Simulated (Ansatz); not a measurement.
# BH5O: where a starting geometry ends

The starting geometry of this gas-phase triplet was optimised with GFN2-xTB as a singlet.

```xyz
7

B    -0.4932   -0.0757    0.3385
O     0.8144   -0.8586    1.0891
H    -0.1639    1.0597    0.3140
H    -0.5653   -0.5879   -0.7351
H    -1.4070   -0.3123    1.0500
H     0.5500   -1.7829    1.0457
H     1.5313   -0.7007    0.4666
```

Task: Predict what becomes of its bonds when it is optimised with PBE0-D4/def2-SVP.

Result: It loosens into BH4O + H, which stay close as a complex. Distances that change by over a tenth: B1–O2 (1.70 → 1.37 Å). Contacts that open: O2–H7 (0.96 → 3.07 Å).

The energy falls by 3.58 eV over 58 steps:

```
step  E − E(last) (eV)
   1             3.579
   7             1.519
  14             0.048
  20             0.003
  26             0.003
  33             0.003
  39             0.002
  45             0.000
  52             0.000
  58             0.000
```

Final geometry (Å):

```json
{"atom": "B", "x (Å)": "-0.6186", "y (Å)": "-0.1405", "z (Å)": "0.2306"}
{"atom": "O", "x (Å)": "0.5887", "y (Å)": "-0.6976", "z (Å)": "0.5787"}
{"atom": "H", "x (Å)": "-0.6347", "y (Å)": "0.9962", "z (Å)": "-0.1680"}
{"atom": "H", "x (Å)": "-1.4764", "y (Å)": "-0.9325", "z (Å)": "-0.3406"}
{"atom": "H", "x (Å)": "-1.6418", "y (Å)": "-0.4804", "z (Å)": "0.9564"}
{"atom": "H", "x (Å)": "0.5272", "y (Å)": "-1.6065", "z (Å)": "0.8877"}
{"atom": "H", "x (Å)": "3.5217", "y (Å)": "-0.3972", "z (Å)": "1.4241"}
```

The end wasn't checked by frequencies. Open shells are spin-unrestricted. The triplet needn't be the ground state. Run with Ansatz 0.2.0, 62 s on 2 threads of Arm Neoverse V1, on a shared host.
